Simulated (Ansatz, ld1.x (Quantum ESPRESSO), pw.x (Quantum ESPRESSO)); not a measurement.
# From atom to crystal: TM potential for osmium

| Item | Value |
| --- | --- |
| Element | Os (Z = 76) |
| Generator | ld1.x (Quantum ESPRESSO) 7.5 |
| Type | norm-conserving Troullier–Martins (Kleinman–Bylander form) |
| Functional | PBEsol |
| Relativity | scalar-relativistic |
| Frozen core | [Xe] 4f14 |
| Valence charge | 8 |
| Reference configuration | 5d6 6s0 6p0 (charge +2) |
| Partial waves | 6s (bound, empty): rc 2.10 bohr; 6p (bound, empty): rc 3.05 bohr; 5d (bound): rc 1.40 bohr |
| Local potential | all-electron potential smoothed inside 2.05 bohr (lloc = -2) |
| Core correction | Bessel-smoothed model core inside 1.15 bohr |

Atomic tests: cutoffs needed: 35 Ry and 70 Ry (the cutoffs (Ry, on a coarse ladder) from which the occupation-weighted sum of valence levels, in a spherical-Bessel basis at the reference potential, stays within 10 and 1 mRy of its value at 400 Ry); ghost test: no extra level below or beside the all-electron valence levels (s, p, d, f tested) (spherical-Bessel basis up to 400 Ry, 20 bohr box); largest excitation error: -516 meV (all-electron minus pseudo) for 5d4 6s0 6p0, out of 7 test configurations.

Crystal test: sc Os in pw.x 7.5, no spin, 13³ k-points, Fermi–Dirac smearing 0.01 Ry, cutoffs 85/340 Ry. The reference is all-electron LAPW (Ansatz 0.2.0) with the same functional, mesh and smearing; V0 and B0 come from Birch–Murnaghan fits to the pressures at five volumes. Errors are pseudo minus all-electron; Δ is the rms difference of the E(V) curves that follow from these fits, minima aligned, over ±6 % about the mean V0. Mesh and smearing are coarse, so the numbers serve the comparison and aren't converged zero-temperature values; the lattice is a test structure that the element need not adopt.

```
V (Å³/atom)  P all-electron (GPa)  P pseudo (GPa)
     15.412                 16.99            8.89
     15.817                  7.89            0.56
     16.223                 -0.01           -6.67
     16.629                 -6.86          -12.93
     17.034                -12.81          -18.36
```

All-electron: a0 = 2.531 Å (V0 = 16.22 Å³/atom), B0 = 294.0 GPa.

Pseudopotential: mean pressure error (GPa): -6.74; a0 (Å): 2.512; a0 error (%): -0.78; B0 error (%): +2.0; Δ (meV/atom): 24.5. The largest radius (3.05 bohr) exceeds half the bond length (2.39 bohr), so the spheres overlap, which is one possible source of error among others. This is a poor potential for the solid. The logarithmic derivative shows an extra or strongly shifted pseudo pole above the reference energy (s near -0.22 Ry).

Problem. At the middle volume, how do free energy and pressure move when the wave cutoff is lowered (ecutrho kept at four times it)?

Solution.

| cutoff (Ry) | shift of F (meV/atom) | shift of P (GPa) |
| --- | --- | --- |
| 38 | +63.5 | -0.78 |
| 51 | +45.5 | -0.96 |
| 68 | +6.0 | -0.45 |

Input at the middle volume:

```
&control
  calculation='scf', prefix='x', pseudo_dir='./', outdir='./tmp', tstress=.true., disk_io='none'
/
&system
  ibrav=0, nat=1, ntyp=1, ecutwfc=85, ecutrho=340, nbnd=11,
  occupations='smearing', smearing='fd', degauss=0.01
/
&electrons
  conv_thr=1e-09, mixing_beta=0.4, electron_maxstep=70
/
ATOMIC_SPECIES
Os 1.0 Os.UPF
CELL_PARAMETERS angstrom
  2.53149490 0.00000000 0.00000000
  0.00000000 2.53149490 0.00000000
  0.00000000 0.00000000 2.53149490
ATOMIC_POSITIONS crystal
Os 0.0000 0.0000 0.0000
K_POINTS automatic
13 13 13 0 0 0
```

```bash
pw.x < Os.scf.in > Os.scf.out
```

Lines of the output:

```
Message from routine setup:
     using ibrav=0 with symmetry is DISCOURAGED, use correct ibrav instead
     lattice parameter (alat)  =       4.7838  a.u.
     unit-cell volume          =     109.4782 (a.u.)^3
     number of electrons       =         8.00
     number of Kohn-Sham states=           11
     kinetic-energy cutoff     =      85.0000  Ry
     charge density cutoff     =     340.0000  Ry
     scf convergence threshold =      1.0E-09
     Exchange-correlation= PBESOL
     number of k points=    84  Fermi-Dirac smearing, width (Ry)=  0.0100
     iteration #  1     ecut=    85.00 Ry     beta= 0.40
     total energy              =     -70.56396033 Ry
     estimated scf accuracy    <       2.04439285 Ry
     iteration #  2     ecut=    85.00 Ry     beta= 0.40
     total energy              =     -70.67868261 Ry
     estimated scf accuracy    <       0.13794584 Ry
     iteration #  3     ecut=    85.00 Ry     beta= 0.40
     total energy              =     -70.71156981 Ry
     estimated scf accuracy    <       0.00105034 Ry
     iteration #  4     ecut=    85.00 Ry     beta= 0.40
     total energy              =     -70.71187612 Ry
     estimated scf accuracy    <       0.00021503 Ry
     iteration #  5     ecut=    85.00 Ry     beta= 0.40
     total energy              =     -70.71191373 Ry
     estimated scf accuracy    <       0.00000340 Ry
     iteration #  6     ecut=    85.00 Ry     beta= 0.40
     total energy              =     -70.71191436 Ry
     estimated scf accuracy    <       0.00000014 Ry
     iteration #  7     ecut=    85.00 Ry     beta= 0.40
     total energy              =     -70.71191437 Ry
     estimated scf accuracy    <       0.00000001 Ry
     iteration #  8     ecut=    85.00 Ry     beta= 0.40
     the Fermi energy is    15.7558 ev
!    total energy              =     -70.71191437 Ry
     estimated scf accuracy    <          3.7E-11 Ry
     smearing contrib. (-TS)   =      -0.00606437 Ry
     The total energy is F=E-TS. E is the sum of the following terms:
     one-electron contribution =      14.28635699 Ry
     hartree contribution      =       1.74806871 Ry
     xc contribution           =     -48.78178617 Ry
     ewald contribution        =     -37.95848953 Ry
     convergence has been achieved in   8 iterations
          total   stress  (Ry/bohr**3)                   (kbar)     P=      -66.69
     Message from routine punch:
     Nothing written, as per user request (disk_io='none')
```

The run at the middle volume (84 k-points, 8 iterations) took about 12 s on one core of a shared host (Neoverse-V2, 96 threads, 742 GiB, load 88).
